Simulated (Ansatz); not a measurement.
# C3H5F: how energies converge with the basis set

An exercise on one series of results from a longer session: the logs are not shown, and one member is left open.

The runs use Ansatz 0.2.0, Gaussian basis; one geometry, several basis sets.

Levels to be run: PBE0-D4/def2-SVP; ωB97M-V/def2-SVP; PBE0-D4/def2-QZVPP; ωB97M-V/def2-QZVPP; CCSD(T)/cc-pV(D+d)Z; CCSD(T)/cc-pV(T+d)Z; CCSD(T)/cc-pV(Q+d)Z; the functionals' def2-TZVPP values are taken from earlier runs.

## The geometry

The geometry comes from an earlier relaxation with PBE0-D4 in a triple-zeta def2 set; it is a stationary point, not always the lowest conformer.

9 atoms, charge 0, spin multiplicity 1.

Atoms are counted from 1 here; the program's logs count them from 0.

Bond lengths: C1–C2 1.323 Å, C1–H5 1.083 Å, C1–H6 1.083 Å, C2–C3 1.487 Å, C2–H7 1.088 Å, C3–F4 1.377 Å, C3–H8 1.097 Å, C3–H9 1.097 Å. Angles: C2–C1–H5 121.1°, C2–C1–H6 121.1°, H5–C1–H6 117.7°, C1–C2–C3 124.9°, C1–C2–H7 120.6°, C3–C2–H7 114.5°, C2–C3–F4 112.0°, C2–C3–H8 110.6°, C2–C3–H9 110.6°, F4–C3–H8 107.9°, F4–C3–H9 107.9°, H8–C3–H9 107.8°.

Set-up of the first run:

The input, in.yaml:

```yaml
crystal:
  periodic: [false, false, false]
  atoms:
    - {symbol: C, position_ang: [-0.017847, 1.321977, 0.377186]}
    - {symbol: C, position_ang: [0.479023, 0.248282, -0.215246]}
    - {symbol: C, position_ang: [-0.151684, -1.097873, -0.202985]}
    - {symbol: F, position_ang: [-1.332169, -1.107927, 0.505323]}
    - {symbol: H, position_ang: [0.493899, 2.275170, 0.329404]}
    - {symbol: H, position_ang: [-0.950519, 1.277388, 0.926637]}
    - {symbol: H, position_ang: [1.416067, 0.302077, -0.765192]}
    - {symbol: H, position_ang: [-0.369386, -1.430672, -1.225357]}
    - {symbol: H, position_ang: [0.521116, -1.834621, 0.253029]}
basis:
  gaussian: {orbitals: def2-SVP}
hamiltonian: {xc: pbe0, dispersion: d4}
output: {orbitals: {seedname: orbitals}}
```

Command:

```sh
> ansatz run in.yaml --threads 2 --pin off --events-out ev --progress --plain --max-ram 22528MiB --backend cpu
```

Among the steps run: PBE0-D4 in def2-SVP; ωB97M-V in def2-SVP; PBE0-D4 in def2-QZVPP; ωB97M-V in def2-QZVPP.

One table of the session follows, with a row left open; its other results are not shown here.

```
functional       basis  HOMO (eV)  LUMO (eV)
   PBE0-D4    def2-SVP      -7.61       0.41
   PBE0-D4  def2-TZVPP      -7.68       0.18
   PBE0-D4  def2-QZVPP      -7.70       0.10
   ωB97M-V    def2-SVP          ?          ?
   ωB97M-V  def2-TZVPP      -9.95       2.31
   ωB97M-V  def2-QZVPP      -9.97       2.02
```

**Question.** Estimate the row for ωB97M-V, def2-SVP.

As computed: HOMO (eV): -9.88; LUMO (eV): 2.65. In the column «HOMO (eV)» it lies between ωB97M-V, def2-TZVPP (-9.95) and PBE0-D4, def2-QZVPP (-7.70).
